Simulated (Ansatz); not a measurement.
Geometry optimisation, RKS PBE-D4/def2-SVP in Ansatz.

The input (input.yaml):

```yaml
crystal:
  periodic: [false, false, false]
  atoms:
    - { symbol: B, position_ang: [0.12446, -0.593168, -0.186876] }
    - { symbol: H, position_ang: [-0.1285, 0.507835, 1.92886] }
    - { symbol: H, position_ang: [1.091992, 0.137252, -0.248848] }
    - { symbol: F, position_ang: [-1.024303, -0.150369, -0.696667] }
    - { symbol: P, position_ang: [0.210471, -2.333848, 0.608167] }
    - { symbol: H, position_ang: [-0.738623, -2.995809, -0.247879] }
    - { symbol: H, position_ang: [1.386284, -2.800992, -0.081151] }
    - { symbol: H, position_ang: [-0.13738, -0.1933, 2.101695] }
basis:
  gaussian: { orbitals: def2-SVP }
hamiltonian:
  xc: pbe
  dispersion: d4
relax:
  f_tol: 0.03
  max_steps: 50
```

Command:

```bash
$ ansatz run input.yaml --threads 1 --pin off --max-ram 2048MiB --backend cpu --events-out ev --progress --plain --runs-dir out
```

Problem. Where does it end, and by what steps?

Solution. The forces met the threshold. After 7 steps the energy has fallen by 0.164 eV; H2 moved furthest, 0.59 Å.

| step | energy less start (eV) | largest force component (eV/Å) | accepted |
| --- | --- | --- | --- |
| 0 | 0.0000 | 1.937 | yes |
| 1 | -0.0983 | 0.474 | yes |
| 2 | -0.1461 | 0.399 | yes |
| 3 | -0.1537 | 0.519 | yes |
| 4 | -0.1242 | 1.277 | no |
| 5 | -0.1622 | 0.097 | yes |
| 6 | -0.1635 | 0.055 | yes |
| 7 | -0.1639 | 0.018 | yes |

```xyz
8
Properties=species:S:1:pos:R:3
B 0.143 -0.735 -0.349
H -0.275 0.905 2.346
H 1.132 -0.020 -0.388
F -1.014 -0.218 -0.764
P 0.206 -2.485 0.437
H -0.701 -3.152 -0.453
H 1.422 -2.896 -0.205
H -0.129 0.179 2.553
```

Whether the end is a true minimum wasn't checked by a vibrational analysis.

Run time: 7.7 s on 1 thread of Intel(R) Xeon(R) 6975P-C (Granite Rapids), with other jobs on the host, peak memory 0.15 GiB.
